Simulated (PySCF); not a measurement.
## Vibration and rotation of SN

ROHF-CCSD(T) constants of SN, ²Π (doublet), unpaired electrons π ↑ (basis S pcseg-1, N pcseg-1; no relativity; PySCF 2.14; masses 31.9721 and 14.0031 u):

| Property | Result |
| --- | --- |
| ωe | 1176.6 cm⁻¹ |
| ωexe | 7.78 cm⁻¹ |
| Be | 0.74201 cm⁻¹ |
| αe | 0.00620 cm⁻¹ |
| D (centrifugal) | 1.18e-06 cm⁻¹ |
| De to S + N | 3.85 eV |

**Question.** Give the vibrational terms G(v) and spacings up to v = 6.

**Answer.** G(v) = ωe(v+½) − ωexe(v+½)².

```
v  G(v) (cm⁻¹)  G(v) − G(v−1)  Bv (cm⁻¹)
0        586.4                    0.7389
1       1747.4         1161.0     0.7327
2       2892.9         1145.5     0.7265
3       4022.8         1129.9     0.7203
4       5137.2         1114.4     0.7141
5       6236.0         1098.8     0.7079
6       7319.2         1083.2     0.7017
```

**Question.** How well does the Morse estimate ωe²/(4ωexe) reproduce De, and what is D0?

**Answer.** It gives 5.52 eV, 143 % of the computed De. D0 = De − G(0) = 3.85 − 0.07 = 3.78 eV.

Correlated steps freeze 6 core orbitals. Correlated levels converge slowly with the basis: in double zeta they bind strong bonds too weakly, by up to about 1 eV, and carry superposition errors of some tenths. The state is the lowest determinant that a PBE0 search found; another state may lie lower at other levels.
